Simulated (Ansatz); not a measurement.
An Ansatz input:

```yaml
crystal:
  lattice:
    - [3.5944935351, 0.0, 0.0]
    - [-1.7972467676, 3.1129227151, 0.0]
    - [0.0, 0.0, 5.6066676734]
  atoms:
    - { symbol: "Y", position: [0.3333333333, 0.6666666667, 0.25] }
    - { symbol: "Y", position: [0.6666666667, 0.3333333333, 0.75] }
hamiltonian:
  xc: pbesol
  pseudopotentials:
    kind: paw
    azcp:
      "Y": "pseudopotentials/Y.paw.azcp"
basis:
  ecutwfc: 420
  fft_grid_basis: typed
kpoints:
  mp_grid: { grid: [17, 17, 9], shift: [0, 0, 0] }
magnetization:
  spin_polarized: false
scf:
  occupations: { method: fermi_dirac, width: 0.1 }
```

and its output:

```
Warning: the record states the generating functional pbe (its physics header spells it `PBE`), which answers neither for hamiltonian.xc's functional nor for the pbesol family's — results may be inconsistent (PPs are generated against a specific XC)
Engine: ansatz 0.2.0, x86_64-unknown-linux-gnu
Pseudopotentials: kind: paw
Pseudopotential: Y, paw, valence charge 11, recommended cutoff 420 eV (normal) 
Functional definition: PBEsol
  exchange = pbesol_x
  correlation = pbesol_c
Crystal: 2 atoms, lattice volume = 62.735 Å³
Basis set: ecut = 420 eV, 1207 PW (Γ)
Bands: 15, of which v1, the nominal top of the filled ones, is band 11 counted from 1 (10 counted from 0)
Symmetry: 24 space group operations
Space group: P63/mmc (ITA 194), of the structure as read, at distance tolerance 4.0e-5 Å
k-points: 165 of 2601
Non-local potential: Y, projectors of the file, l = 0: 3, l = 1: 2, l = 2: 2, l = 3: 1
PAW form: soft (Blöchl's): semilocal exchange-correlation on the pseudo side does not see the compensation charge
PAW frozen core: Y, regenerated for the run's functional, and the local potential with it (the file was generated under x = pbe(κ = 0.804, μ = 0.2195149727645171), c = pbe(β = 0.06672455060314922))
PAW one-centre angular grid: Y, 590 points (default); XC on 64 Gauss nodes
Initial density: superposition of atomic densities (neutral atoms: chi_scale 0, normalization atom), corrected by the library's trained network
Initial wavefunctions: pseudopotential atomic-orbital guess
Functional: x = pbesol(κ = 0.804, μ = 0.12345679012345678), c = pbesol(β = 0.046)
SCF iter   1: F=—  HF=-7590.205407 eV  |F-HF|=—  |Δ(HF+E_count)|=         —  Δρ=2.30e-3  dr2=2.32e-3  ethr=1.77e-3  ⟨swp⟩=4.4  Hψ=10849  notcnv=0
SCF iter   2: F=—  HF=-7590.205035 eV  |F-HF|=—  |Δ(HF+E_count)|=   3.71e-4  Δρ=1.25e-3  dr2=7.08e-4  ethr=1.05e-5  ⟨swp⟩=2.2  Hψ=5310  notcnv=0
SCF iter   3: F=—  HF=-7590.204974 eV  |F-HF|=—  |Δ(HF+E_count)|=   6.16e-5  Δρ=2.15e-4  dr2=4.62e-5  ethr=3.22e-6  ⟨swp⟩=1.9  Hψ=2818  notcnv=0
SCF iter   4: F=—  HF=-7590.204959 eV  |F-HF|=—  |Δ(HF+E_count)|=   1.45e-5  Δρ=7.72e-5  dr2=3.96e-6  ethr=2.10e-7  ⟨swp⟩=2.5  Hψ=3550  notcnv=0
iter 5 did not close the SCF: its close was put off for the readings that it lacked (scf_convergence_deferred on its scf_iter line)
SCF iter   5: F=-7590.204958 eV  HF=-7590.204958 eV  |F-HF|=3.36e-8  |Δ(HF+E_count)|=   1.27e-6  Δρ=1.28e-5  dr2=8.37e-8  ethr=1.80e-8  ⟨swp⟩=2.0  Hψ=4258  notcnv=0
SCF iter   6: F=-7590.204958 eV  HF=-7590.204958 eV  |F-HF|=1.39e-9  |Δ(HF+E_count)|=   1.19e-8  Δρ=2.73e-6  dr2=3.38e-9  ethr=3.81e-10  ⟨swp⟩=1.0  Hψ=7445  notcnv=0
SCF 1 converged in 6 iterations: F = -7590.204958 eV  dr2 = 3.38e-9
SCF converged after 6 iterations
Free energy (F): -7590.204958 eV
Harris-Foulkes:  -7590.204958 eV  (|F-HF|=1.39e-9)
Internal energy: -7590.086977 eV  (E = F + TS)
E sigma→0 (E₀):  -7590.145967 eV
Entropy (-TS):   -0.117981 eV (-58.991 meV/atom)
Fermi energy:    9.741371 eV
--- Per-component energies (eV) ---
  E_band       = -231.766988
  E_kinetic    = 610.185900
  E_local      = -1197.855849  (includes V_loc(G=0)·N_el)
  E_nonlocal   = 103.738804
  E_hartree    = 378.715640
  E_xc         = -343.031052
  E_vxc        = -395.813976  (∫ρ·V_xc dr)
  E_paw        = -5546.985081  (= ΣΔE_a)
  E_vpaw       = -109.451576  (= ΣTr[D̂ρ^β])
  E_aug_tail   = 0.000005  (compensation charges beyond the density's cutoff)
  E_ewald      = -1595.152889
  E_core_change = 0.297546  (= ΣΔE_core)
  E_smearing   = -0.117981  (= −TS)
  E_closure    = 0.000000  (closes the sum)
  Σ components = -7590.204958   (vs F -7590.204958, Δ=0.00e0)
```
